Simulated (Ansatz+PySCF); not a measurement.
Results of a calculation; reference values are marked as such.
# Several solutions for singlet Na₂

```yaml
atoms:
  - { symbol: Na, position_ang: [0.0000, 0.0000, -1.4377] }
  - { symbol: Na, position_ang: [0.0000, 0.0000, 1.4377] }
```

Basis set: def2-SVP (spherical functions). Charge 0, multiplicity 1.

UHF was run from several starts with Ansatz (development build ahead of 0.2.0) and PySCF 2.14.0.

| run | program | start | converged | energy (hartree) | <S²> |
| --- | --- | --- | --- | --- | --- |
| A | PySCF | guess huckel, instabilities followed | yes | -323.58282 | 0.29 |
| B | PySCF | program defaults | yes | -323.58187 | 0.00 |
| C | PySCF | guess 1e, instabilities followed | yes | -323.58282 | 0.29 |
| D | PySCF | guess atom, instabilities followed | yes | -323.58282 | 0.29 |
| E | PySCF | guess minao, instabilities followed | yes | -323.58282 | 0.29 |
| F | Ansatz | atomic start, no search | yes | -323.58187 | 0.00 |
| G | Ansatz | stability test followed | yes | -323.58282 | 0.29 |
| H | Ansatz | search for the lowest state | yes | -323.58282 | 0.29 |

Q: Which runs reached the lowest solution of this kind, and what is wrong with the others?

A: A, C, D, E, G, H reached the lowest solution found. Converged but too high: B by 0.03 eV, F by 0.03 eV. Convergence only shows a stationary point, and even a stable one can lie too high; stability tests and further starts are what find lower ones. Caution: the unrestricted determinant is spin contaminated. Caution: the determinant breaks the point group.
